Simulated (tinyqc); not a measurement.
CCSD on RHF in the sto-6g basis, frozen core, for BH2+, spin multiplicity 1, step by step. One step of it, computed by the program tinyqc.

Task: Iteration 1: building the Fock matrix. J_ij = sum D_kl (ij|kl), K_ij = sum D_kl (ik|jl); F = H + J - 0.5 K; E = tr D H + tr D J / 2 - 0.25 tr D K + E_nn.

D at the start:
```
            1B 1s      1B 2s    1B 2px     1B 2py     1B 2pz      2H 1s      3H 1s
1B 1s    1.857096  -0.454648  0.000000   0.000000   0.009688  -0.031146  -0.031146
1B 2s   -0.454648   1.723485  0.000000   0.000000  -0.032151   0.122399   0.122399
1B 2px   0.000000   0.000000  0.274477   0.000000   0.000000   0.000000   0.000000
1B 2py   0.000000   0.000000  0.000000   0.222757   0.000000   0.043568  -0.043568
1B 2pz   0.009688  -0.032151  0.000000   0.000000   0.267456   0.014547   0.014547
2H 1s   -0.031146   0.122399  0.000000   0.043568   0.014547   0.811854   0.007842
3H 1s   -0.031146   0.122399  0.000000  -0.043568   0.014547   0.007842   0.811854
```

core Hamiltonian H = T + V (hartree):
```
             1B 1s      1B 2s     1B 2px     1B 2py     1B 2pz      2H 1s      3H 1s
1B 1s   -13.235652  -3.287644   0.000000   0.000000  -0.011072  -0.619554  -0.619554
1B 2s    -3.287644  -4.151028   0.000000   0.000000  -0.097665  -1.497162  -1.497162
1B 2px    0.000000   0.000000  -3.335513   0.000000   0.000000   0.000000   0.000000
1B 2py    0.000000   0.000000   0.000000  -3.505038   0.000000  -1.329356   1.329356
1B 2pz   -0.011072  -0.097665   0.000000   0.000000  -3.360446  -0.523861  -0.523861
2H 1s    -0.619554  -1.497162   0.000000  -1.329356  -0.523861  -2.645307  -0.209757
3H 1s    -0.619554  -1.497162   0.000000   1.329356  -0.523861  -0.209757  -2.645307
```

Two-electron integrals (ij|kl) in chemists' order, unique and non-zero (hartree):
```
(11|11) 2.924993    (21|11) 0.480756    (21|21) 0.099484    (22|11) 0.743449
(22|21) 0.188967    (22|22) 0.544922    (31|31) 0.021096    (32|31) 0.030854
(32|32) 0.120443    (33|11) 0.743450    (33|21) 0.188967    (33|22) 0.544922
(33|33) 0.587109    (41|41) 0.021096    (42|41) 0.030854    (42|42) 0.120443
(43|43) 0.031641    (44|11) 0.743450    (44|21) 0.188967    (44|22) 0.544922
(44|33) 0.523827    (44|44) 0.587109    (51|51) 0.021096    (52|51) 0.030854
(52|52) 0.120443    (53|53) 0.031641    (54|54) 0.031641    (55|11) 0.743450
(55|21) 0.188967    (55|22) 0.544922    (55|33) 0.523827    (55|44) 0.523827
(55|55) 0.587109    (61|11) 0.092988    (61|21) 0.018645    (61|22) 0.035133
(61|33) 0.034941    (61|41) 0.001369    (61|42) 0.002615    (61|44) 0.035441
(61|51) 0.000525    (61|52) 0.001003    (61|54) 0.000192    (61|55) 0.035015
(61|61) 0.003626    (62|11) 0.228408    (62|21) 0.059081    (62|22) 0.188129
(62|33) 0.182735    (62|41) 0.006453    (62|42) 0.038396    (62|44) 0.196842
(62|51) 0.002475    (62|52) 0.014725    (62|54) 0.005410    (62|55) 0.184810
(62|61) 0.011771    (62|62) 0.091200    (63|31) 0.006100    (63|32) 0.027931
(63|43) 0.007130    (63|53) 0.002734    (63|63) 0.009811    (64|11) 0.203738
(64|21) 0.053432    (64|22) 0.179072    (64|33) 0.169699    (64|41) 0.011059
(64|42) 0.061032    (64|44) 0.196041    (64|51) 0.001902    (64|52) 0.012695
(64|54) 0.007368    (64|55) 0.171476    (64|61) 0.011175    (64|62) 0.101453
(64|64) 0.120330    (65|11) 0.078135    (65|21) 0.020491    (65|22) 0.068675
(65|33) 0.065081    (65|41) 0.001902    (65|42) 0.012695    (65|44) 0.069714
(65|51) 0.006830    (65|52) 0.032799    (65|54) 0.008907    (65|55) 0.071231
(65|61) 0.004286    (65|62) 0.038908    (65|64) 0.042385    (65|65) 0.026065
(66|11) 0.392134    (66|21) 0.103551    (66|22) 0.372477    (66|33) 0.350736
(66|41) 0.013390    (66|42) 0.105988    (66|44) 0.407596    (66|51) 0.005135
(66|52) 0.040647    (66|54) 0.021806    (66|55) 0.359099    (66|61) 0.021096
(66|62) 0.233731    (66|64) 0.282210    (66|65) 0.108229    (66|66) 0.774999
(71|11) 0.092988    (71|21) 0.018645    (71|22) 0.035133    (71|33) 0.034941
(71|41) -0.001369   (71|42) -0.002615   (71|44) 0.035441    (71|51) 0.000525
(71|52) 0.001003    (71|54) -0.000192   (71|55) 0.035015    (71|61) 0.003431
(71|62) 0.010514    (71|64) 0.009078    (71|65) 0.003841    (71|66) 0.018277
(71|71) 0.003626    (72|11) 0.228408    (72|21) 0.059081    (72|22) 0.188129
(72|33) 0.182735    (72|41) -0.006453   (72|42) -0.038396   (72|44) 0.196842
(72|51) 0.002475    (72|52) 0.014725    (72|54) -0.005410   (72|55) 0.184810
(72|61) 0.010514    (72|62) 0.056411    (72|64) 0.047466    (72|65) 0.023486
(72|66) 0.108060    (72|71) 0.011771    (72|72) 0.091200    (73|31) 0.006100
(73|32) 0.027931    (73|43) -0.007130   (73|53) 0.002734    (73|63) 0.005337
(73|73) 0.009811    (74|11) -0.203738   (74|21) -0.053432   (74|22) -0.179072
(74|33) -0.169699   (74|41) 0.011059    (74|42) 0.061032    (74|44) -0.196041
(74|51) -0.001902   (74|52) -0.012695   (74|54) 0.007368    (74|55) -0.171476
(74|61) -0.009078   (74|62) -0.047466   (74|64) -0.035991   (74|65) -0.019438
(74|66) -0.088044   (74|71) -0.011175   (74|72) -0.101453   (74|74) 0.120330
(75|11) 0.078135    (75|21) 0.020491    (75|22) 0.068675    (75|33) 0.065081
(75|41) -0.001902   (75|42) -0.012695   (75|44) 0.069714    (75|51) 0.006830
(75|52) 0.032799    (75|54) -0.008907   (75|55) 0.071231    (75|61) 0.003841
(75|62) 0.023486    (75|64) 0.019438    (75|65) 0.014901    (75|66) 0.046756
(75|71) 0.004286    (75|72) 0.038908    (75|74) -0.042385   (75|75) 0.026065
(76|11) 0.029857    (76|21) 0.007683    (76|22) 0.024327    (76|33) 0.023761
(76|44) 0.024759    (76|51) 0.000569    (76|52) 0.003296    (76|55) 0.024462
(76|61) 0.001455    (76|62) 0.009510    (76|64) 0.009359    (76|65) 0.004428
(76|66) 0.021467    (76|71) 0.001455    (76|72) 0.009510    (76|74) -0.009359
(76|75) 0.004428    (76|76) 0.001266    (77|11) 0.392134    (77|21) 0.103551
(77|22) 0.372477    (77|33) 0.350736    (77|41) -0.013390   (77|42) -0.105988
(77|44) 0.407596    (77|51) 0.005135    (77|52) 0.040647    (77|54) -0.021806
(77|55) 0.359099    (77|61) 0.018277    (77|62) 0.108060    (77|64) 0.088044
(77|65) 0.046756    (77|66) 0.211721    (77|71) 0.021096    (77|72) 0.233731
(77|74) -0.282210   (77|75) 0.108229    (77|76) 0.021467    (77|77) 0.774999
```

nuclear repulsion = 4.16771317 hartree

Give: Coulomb J; exchange K; Fock matrix F; total energy of this density.

Result:

Coulomb J (hartree):
```
        1B 1s  1B 2s  1B 2px  1B 2py  1B 2pz  2H 1s   3H 1s
1B 1s   7.622  1.478   0.000   0.000   0.009  0.282   0.282
1B 2s   1.478  3.293   0.000   0.000   0.070  1.164   1.164
1B 2px  0.000  0.000   3.254   0.000   0.000  0.000   0.000
1B 2py  0.000  0.000   0.000   3.355   0.000  1.125  -1.125
1B 2pz  0.009  0.070   0.000   0.000   3.269  0.443   0.443
2H 1s   0.282  1.164   0.000   1.125   0.443  2.476   0.150
3H 1s   0.282  1.164   0.000  -1.125   0.443  0.150   2.476
```

exchange K (hartree):
```
        1B 1s  1B 2s  1B 2px  1B 2py  1B 2pz  2H 1s   3H 1s
1B 1s   5.186  0.887   0.000   0.000   0.009  0.190   0.190
1B 2s   0.887  1.285   0.000   0.000   0.071  0.613   0.613
1B 2px  0.000  0.000   0.426   0.000   0.000  0.000   0.000
1B 2py  0.000  0.000   0.000   0.625   0.000  0.376  -0.376
1B 2pz  0.009  0.071   0.000   0.000   0.455  0.152   0.152
2H 1s   0.190  0.613   0.000   0.376   0.152  0.903   0.149
3H 1s   0.190  0.613   0.000  -0.376   0.152  0.149   0.903
```

Fock matrix F (hartree):
```
         1B 1s   1B 2s  1B 2px  1B 2py  1B 2pz   2H 1s   3H 1s
1B 1s   -8.207  -2.253   0.000   0.000  -0.007  -0.433  -0.433
1B 2s   -2.253  -1.501   0.000   0.000  -0.063  -0.639  -0.639
1B 2px   0.000   0.000  -0.294   0.000   0.000   0.000   0.000
1B 2py   0.000   0.000   0.000  -0.462   0.000  -0.392   0.392
1B 2pz  -0.007  -0.063   0.000   0.000  -0.319  -0.157  -0.157
2H 1s   -0.433  -0.639   0.000  -0.392  -0.157  -0.621  -0.134
3H 1s   -0.433  -0.639   0.000   0.392  -0.157  -0.134  -0.621
```

total energy of this density = -22.80251 hartree

This density is the starting one; it is not idempotent, so its energy is not variational and may lie below the converged one.
